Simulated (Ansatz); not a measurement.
Coupled-cluster run, C$_{3}$H$_{5}$NO, SMILES `CC1=C(O)N1`.

```yaml
crystal:
  periodic: [false, false, false]
  atoms:
    - {symbol: C, position_ang: [-0.284834, -0.933146, -1.326154]}
    - {symbol: C, position_ang: [0.035838, -0.136298, -0.150958]}
    - {symbol: C, position_ang: [0.144877, 0.263458, 1.051159]}
    - {symbol: O, position_ang: [0.222784, 0.064107, 2.354425]}
    - {symbol: N, position_ang: [0.000012, 1.410209, 0.197610]}
    - {symbol: H, position_ang: [-1.238415, -0.609048, -1.757047]}
    - {symbol: H, position_ang: [-0.368788, -1.986700, -1.051513]}
    - {symbol: H, position_ang: [0.479435, -0.843088, -2.104001]}
    - {symbol: H, position_ang: [0.161526, 0.923335, 2.788355]}
    - {symbol: H, position_ang: [0.930665, 1.795973, 0.001224]}
basis:
  gaussian: {orbitals: def2-TZVPP}
correlation: {method: ccsd_t}
output: {orbitals: {seedname: orbitals}}
```

```sh
$ ansatz run in.yaml --threads 2 --pin off --events-out ev --progress --plain --max-ram 4352MiB
```

Output of Ansatz, abridged:

```
Functional definition: HF
1364 factors; integrals over basis functions are off by at most 1.1e-3 eV
mean field evaluation 1: about -6684.4524 eV, gradient 3.8e1 eV
mean field evaluation 2: about -6684.7685 eV, gradient 3.8e1 eV
mean field evaluation 4: about -6688.1827 eV, gradient 4.2e0 eV
mean field evaluation 8: about -6688.2424 eV, gradient 3.1e-1 eV
mean field -6688.24281001 eV, -245.7883898142 hartree, gradient 8.1e-6 eV, S^2 0.000000; 0 other end points of the search recorded, 0 dependent functions left out
5 core orbitals not correlated: weight in the atoms' cores, before any rotation towards them, 1.000 or more for the frozen orbitals, at most 0.000 for the correlated occupied ones
reference -6688.24281001 eV, -245.7883898142 hartree; 14, 14 occupied and 206, 206 virtual orbitals, 1364 factors
second order -25.33488076 eV of doubles, -0.00000000 eV of singles
cycle   1  -25.11642822 eV  change    2.2e-1 eV  update   1.1e-1
cycle   2  -25.74919549 eV  change   -6.3e-1 eV  update   3.3e-2
cycle   3  -25.89291143 eV  change   -1.4e-1 eV  update   1.6e-2
cycle   4  -25.88214752 eV  change    1.1e-2 eV  update   4.4e-3
cycle   5  -25.88227986 eV  change   -1.3e-4 eV  update   1.8e-3
cycle   6  -25.88304822 eV  change   -7.7e-4 eV  update   6.7e-4
cycle   7  -25.88250698 eV  change    5.4e-4 eV  update   2.7e-4
cycle   8  -25.88245132 eV  change    5.6e-5 eV  update   1.3e-4
cycle   9  -25.88249792 eV  change   -4.7e-5 eV  update   5.1e-5
cycle  10  -25.88248679 eV  change    1.1e-5 eV  update   1.8e-5
perturbative correction -1.18713837 eV, -0.0436265303 hartree
Total energy: -6715.31243517 eV, -246.7831801904 hartree
```

It took 46 s on 2 threads of an AMD EPYC 9R45 on a shared host, with 3.8 GiB of host memory at the peak.

MP2 recovers 93.6 % of the CCSD(T) correlation energy and the triples give 4.4 %; T1 = 0.0122.
